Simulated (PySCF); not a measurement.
# Removing an electron from nitrosyl chloride

Species: nitrosyl chloride, ClNO.
Bonds: O1–N2 (double), N2–Cl3.

Level: wB97X-D/def2-SVPD (PySCF). Frontier orbitals with their largest atomic shares (Löwdin; up to four atoms above 4 %):

```csv
orbital,ε (eV),main atoms
HOMO−3,-17.54,"N2 51 %, O1 38 %, Cl3 11 %"
HOMO−2,-11.18,"Cl3 88 %, N2 7 %, O1 5 %"
HOMO−1,-11.04,"Cl3 89 %, O1 7 %"
HOMO,-10.60,?
LUMO,-2.00,"N2 53 %, O1 40 %, Cl3 8 %"
LUMO+1,-0.60,"N2 42 %, Cl3 39 %, O1 19 %"
LUMO+2,3.08,"Cl3 51 %, O1 41 %, N2 8 %"
```

**Question.** What vertical ionisation energy does ΔSCF give, and how far is −ε(HOMO) from it?

**Answer.** ΔSCF: 11.50 eV (1110 kJ/mol; threshold wavelength 108 nm); ⟨S²⟩ of the doublet left behind is 0.775, against 0.75 for a pure doublet. −ε(HOMO) is 10.60 eV, 0.90 eV below it. For the exact functional −ε(HOMO) would equal the first vertical ionisation energy; wB97X-D (range-separated hybrid) falls short of its own ΔSCF value by 8 %. Holes in the HOMO−1 and HOMO−2 were tried too where these lie within 1.2 eV of the HOMO; the lowest converged state counts.

**Question.** On which atoms does the HOMO lie?

**Answer.** Cl3 (chlorine bonded to N) 50 %, N2 (nitrogen bonded to Cl and O) 26 %, O1 (oxygen bonded to N) 23 %. The HOMO−1 lies 0.44 eV lower.

**Question.** And the vertical electron affinity, the fundamental gap, Mulliken's electronegativity and the hardness (with the factor ½)?

**Answer.** EA = 1.43 eV by ΔSCF (−ε(LUMO) = 2.00 eV). IE − EA = 10.07 eV against an orbital gap of 8.60 eV; (IE + EA)/2 = 6.46 eV; (IE − EA)/2 = 5.04 eV. Parr's electrophilicity index (IE + EA)²/[8(IE − EA)] is 2.08 eV.

**Question.** Shift the occupied levels rigidly so that −ε(HOMO) equals the ΔSCF value. What binding energies result?

**Answer.** The shift is +0.90 eV: HOMO 11.50, HOMO−1 11.94, HOMO−2 12.08, HOMO−3 18.44 eV. A rigid shift is only a rough guide to the deeper ionisations.

**Question.** How many of the 10 lowest singlet excitations (vertical TDDFT, same level) lie below the ionisation energy?

**Answer.** All 10; they run from 2.71 to 9.66 eV.

Geometry: PBE0-D3(BJ)/def2-SVP; no solvent, vibrations or thermal averaging.
